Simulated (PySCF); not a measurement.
Species: C2H7O2P.
Z-matrix (Å and degrees, PBE0-D3(BJ)/def2-SVP geometry), rows numbered from 1:
```
C 
P   1  1.8044
C   2  1.8059  1  106.83
O   2  1.4892  1  115.14  3   129.11
O   2  1.6364  1  102.47  3  -107.61
H   1  1.0990  2  111.49  3    57.19
H   1  1.0993  2  107.84  3   177.36
H   1  1.0996  2  109.44  3   -64.57
H   3  1.0995  2  107.83  1  -176.38
H   3  1.0993  2  111.32  1   -56.49
H   3  1.0993  2  109.68  1    65.44
H   5  0.9663  2  108.18  1  -127.70
```

Level of theory: PBE0-D3(BJ)/def2-SVP geometry optimisation, gas phase (PySCF).

Take the most abundant isotopes and a rigid rotor. The values belong to one conformer with, in the numbering `[CH3:1][P:2]([CH3:3])(=[O:4])[OH:5]`, C1–P2–O5–H -128°.

Task: What are A, B and C (GHz)?

Result: Ia = 124.92, Ib = 129.25, Ic = 135.86 u·Å²; 505379 MHz·u·Å²/I gives 4046, 3910 and 3720 MHz, that is A = 4.0457, B = 3.9101, C = 3.7197 GHz.

Task: Classify the top.

Result: An asymmetric top; Ray's κ = 0.168.

Task: Is it planar, by Δ = Ic − Ia − Ib?

Result: Not planar: Δ = Ic − Ia − Ib = -118.30 u·Å². For a rigid frame Δ = −2 Σ m c², so Σ m c² = 59.15 u·Å² lies off the ab plane: 5.50 from hydrogen and 53.65 from heavier atoms. The atom farthest from that plane is 1.45 Å away.

Task: Give the coordinates in the principal-axis frame, origin at the centre of mass.

Result: The sense of each axis is arbitrary; atoms in the order of the calculation.
| atom | mass (u) | a (Å) | b (Å) | c (Å) |
| --- | --- | --- | --- | --- |
| C1 | 12.000 | 1.450 | 1.010 | -0.148 |
| P2 | 30.974 | 0.000 | -0.062 | -0.094 |
| C3 | 12.000 | -1.449 | 1.015 | -0.134 |
| O4 | 15.995 | -0.008 | -1.167 | -1.092 |
| O5 | 15.995 | 0.011 | -0.594 | 1.454 |
| H6 | 1.008 | 1.448 | 1.732 | 0.681 |
| H7 | 1.008 | 2.343 | 0.372 | -0.076 |
| H8 | 1.008 | 1.475 | 1.544 | -1.109 |
| H9 | 1.008 | -2.343 | 0.382 | -0.035 |
| H10 | 1.008 | -1.428 | 1.744 | 0.689 |
| H11 | 1.008 | -1.494 | 1.540 | -1.099 |
| H12 | 1.008 | -0.040 | -1.559 | 1.442 |

Task: Where do the levels up to J = 2 lie, in MHz?

Result: Above 0(0,0):
J = 1: 1(0,1) 7630, 1(1,1) 7765, 1(1,0) 7956
J = 2: 2(0,2) 22784, 2(1,2) 22835, 2(1,1) 23406, 2(2,1) 23813, 2(2,0) 23918

Task: Which lines would a microwave search look for?

Result: The dipole components are |μa| = 0.06 D, |μb| = 2.18 D, |μc| = 1.49 D. The squared components, which scale the intensities, stand as 0.00 : 1.00 : 0.47 (a : b : c). Some lines, for components of 0.1 D or more:

| type | branch | J(Ka,Kc) | MHz | lower level (cm⁻¹) |
| --- | --- | --- | --- | --- |
| b | Q | 1(1,0) ← 1(0,1) | 326 | 0.255 |
| b | Q | 2(1,1) ← 2(0,2) | 622 | 0.760 |
| b | Q | 3(2,1) ← 3(1,2) | 628 | 1.550 |
| b | Q | 3(3,0) ← 3(2,1) | 845 | 1.571 |
| b | Q | 3(1,2) ← 3(0,3) | 1111 | 1.513 |
| c | R | 1(1,0) ← 0(0,0) | 7956 | 0.000 |
| b | R | 2(1,2) ← 1(0,1) | 15205 | 0.255 |
| c | R | 2(1,1) ← 1(0,1) | 15776 | 0.255 |
| b | R | 2(2,1) ← 1(1,0) | 15857 | 0.265 |
| c | R | 2(2,1) ← 1(1,1) | 16047 | 0.259 |
| b | R | 2(2,0) ← 1(1,1) | 16153 | 0.259 |
| b | R | 3(0,3) ← 2(1,2) | 22536 | 0.762 |
| b | R | 3(1,3) ← 2(0,2) | 22600 | 0.760 |
| b | R | 3(1,2) ← 2(2,1) | 22669 | 0.794 |
| b | R | 3(2,2) ← 2(1,1) | 23296 | 0.781 |
| c | R | 3(1,2) ← 2(0,2) | 23698 | 0.760 |
| c | R | 3(2,1) ← 2(1,1) | 23704 | 0.781 |
| c | R | 3(3,1) ← 2(2,1) | 24098 | 0.794 |
| b | R | 3(3,0) ← 2(2,1) | 24142 | 0.794 |

No PBE0-D3(BJ)/def2-SVP frequencies stand behind this structure, so it isn't proved a minimum. Zero-point vibration and centrifugal distortion are left out. A rigid rotor knows nothing of internal rotation, which can split or shift real lines.
